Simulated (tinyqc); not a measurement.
Inside a calculation. Method: CIS and TDHF on RHF in the sto-3g basis, for H2O, spin multiplicity 1. One step of it, computed by the program tinyqc.

Problem. CIS matrix, triplets. A(ia,jb) = (e_a - e_i) d_ij d_ab - (ij|ab).

orbital energies (hartree): MO1 -20.246576, MO2 -1.229966, MO3 -0.584820, MO4 -0.435275, MO5 -0.384965, MO6 0.526735, MO7 0.667854

Two-electron integrals over orbitals (pq|rs), unique and non-zero (hartree):
```
(11|11) 4.745650    (21|11) -0.422868   (21|21) 0.059673    (22|11) 1.011065
(22|21) -0.014242   (22|22) 0.722787    (31|31) 0.010560    (32|31) 0.017033
(32|32) 0.137874    (33|11) 0.775643    (33|21) -0.004503   (33|22) 0.627124
(33|33) 0.610484    (41|11) 0.171685    (41|21) -0.021855   (41|22) 0.013887
(41|33) 0.005854    (41|41) 0.026065    (42|11) -0.137124   (42|21) 0.008491
(42|22) -0.010850   (42|33) 0.005688    (42|41) 0.019271    (42|42) 0.128344
(43|31) -0.002753   (43|32) 0.025353    (43|43) 0.050463    (44|11) 0.974548
(44|21) -0.012393   (44|22) 0.672141    (44|33) 0.581299    (44|41) -0.010302
(44|42) -0.101747   (44|44) 0.748556    (51|51) 0.026004    (52|51) 0.032854
(52|52) 0.147443    (53|53) 0.027288    (54|51) -0.012473   (54|52) -0.044832
(54|54) 0.052029    (55|11) 1.115347    (55|21) -0.011922   (55|22) 0.750238
(55|33) 0.612712    (55|41) 0.004796    (55|42) -0.073839   (55|44) 0.713804
(55|55) 0.880159    (61|11) -0.220620   (61|21) 0.033221    (61|22) -0.001937
(61|33) 0.000246    (61|41) 0.001111    (61|42) 0.020375    (61|44) -0.017319
(61|55) -0.005885   (61|61) 0.028287    (62|11) 0.288756    (62|21) -0.006563
(62|22) 0.136885    (62|33) 0.068825    (62|41) 0.018393    (62|42) 0.026268
(62|44) 0.078149    (62|55) 0.150891    (62|61) 0.007789    (62|62) 0.097658
(63|31) 0.002691    (63|32) -0.041839   (63|43) -0.034131   (63|63) 0.076016
(64|11) 0.241200    (64|21) -0.002770   (64|22) 0.109994    (64|33) 0.044740
(64|41) 0.002277    (64|42) -0.036349   (64|44) 0.126954    (64|55) 0.130928
(64|61) -0.000598   (64|62) 0.062458    (64|64) 0.080048    (65|51) 0.014633
(65|52) 0.056034    (65|54) 0.001802    (65|65) 0.036413    (66|11) 0.783095
(66|21) -0.007162   (66|22) 0.598833    (66|33) 0.557924    (66|41) 0.019519
(66|42) 0.054635    (66|44) 0.543767    (66|55) 0.579326    (66|61) 0.008357
(66|62) 0.092090    (66|64) 0.047497    (66|66) 0.585959    (71|31) 0.014788
(71|32) 0.022514    (71|43) -0.003968   (71|63) 0.003251    (71|71) 0.020752
(72|31) 0.014369    (72|32) 0.048362    (72|43) -0.031348   (72|63) 0.032481
(72|71) 0.019127    (72|72) 0.065452    (73|11) 0.367436    (73|21) -0.007180
(73|22) 0.153080    (73|33) 0.089403    (73|41) -0.000449   (73|42) -0.075103
(73|44) 0.154685    (73|55) 0.197005    (73|61) -0.006201   (73|62) 0.073675
(73|64) 0.087763    (73|66) 0.040567    (73|73) 0.154823    (74|31) -0.008721
(74|32) -0.074057   (74|43) -0.004951   (74|63) 0.050189    (74|71) -0.012117
(74|72) -0.017491   (74|74) 0.068616    (75|53) 0.023885    (75|75) 0.025075
(76|31) 0.008493    (76|32) 0.094205    (76|43) 0.055296    (76|63) -0.068681
(76|71) 0.011476    (76|72) -0.005738   (76|74) -0.058746   (76|76) 0.115837
(77|11) 0.859651    (77|21) -0.009326   (77|22) 0.617223    (77|33) 0.595760
(77|41) 0.003829    (77|42) -0.018032   (77|44) 0.596510    (77|55) 0.619602
(77|61) -0.004630   (77|62) 0.065869    (77|64) 0.047265    (77|66) 0.556377
(77|73) 0.098136    (77|77) 0.609662
```

Give: CIS matrix A, triplet.

Solution.

CIS matrix A, triplet (hartree), lower triangle:
```
         1>6      1>7      2>6      2>7      3>6      3>7     4>6     4>7
1>6  19.9902
1>7   0.0000  20.0548
2>6   0.0072   0.0000   1.1579
2>7   0.0000   0.0093   0.0000   1.2806
3>6   0.0000  -0.0085   0.0000  -0.0942   0.5536
3>7  -0.0085   0.0000  -0.0942   0.0000   0.0000   0.6569
4>6  -0.0195   0.0000  -0.0546   0.0000   0.0000  -0.0553  0.4182
4>7   0.0000  -0.0038   0.0000   0.0180  -0.0553   0.0000  0.0000  0.5066
5>6   0.0000   0.0000   0.0000   0.0000   0.0000   0.0000  0.0000  0.0000
5>7   0.0000   0.0000   0.0000   0.0000   0.0000   0.0000  0.0000  0.0000

        5>6     5>7
5>6  0.3324
5>7  0.0000  0.4332
```
